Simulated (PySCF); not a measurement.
tetrafluoroethylene cation (C2F4), SMILES FC(F)=C(F)F (connectivity only; charge and spin as stated), charge +1, multiplicity 2. Atoms are numbered in the order given.

```xyz
6

F      0.0000     1.0804    -1.3504
C      0.0000     0.0000    -0.7098
F      0.0000    -1.0804    -1.3504
C      0.0000     0.0000     0.7098
F      0.0000    -1.0804     1.3504
F      0.0000     1.0804     1.3504
```
Charge +1, spin multiplicity 2.

Coordinates come from a PBE0-D3(BJ)/def2-SVP optimisation. The multiplicity is an assumed one; other spin states were not compared.

Level of theory: M06-2X/def2-TZVP (PySCF).

Atomic charges (e):

```
atom  meta-Löwdin  Löwdin  Mulliken spin
----  -----------  ------  -------------
F1          -0.09       ?           0.06
C2           0.68       ?           0.37
F3          -0.09       ?           0.06
C4           0.68       ?           0.37
F5          -0.09       ?           0.06
F6          -0.09       ?           0.06
```

Task: Some entries are withheld; supply them. (Estimate from the structure and the level; the computed values follow.)

Result: 
- F1, Löwdin: 0.42
- C2, Löwdin: -0.35
- F3, Löwdin: 0.42
- C4, Löwdin: -0.35
- F5, Löwdin: 0.42
- F6, Löwdin: 0.42

Computed Mayer and Wiberg (Löwdin basis) orders of the bonds:
```
bond   Mayer  Wiberg
-----  -----  ------
F1–C2   1.34    2.06
C2–F3   1.34    2.06
C2–C4   1.39    1.44
C4–F5   1.34    2.06
C4–F6   1.34    2.06
```
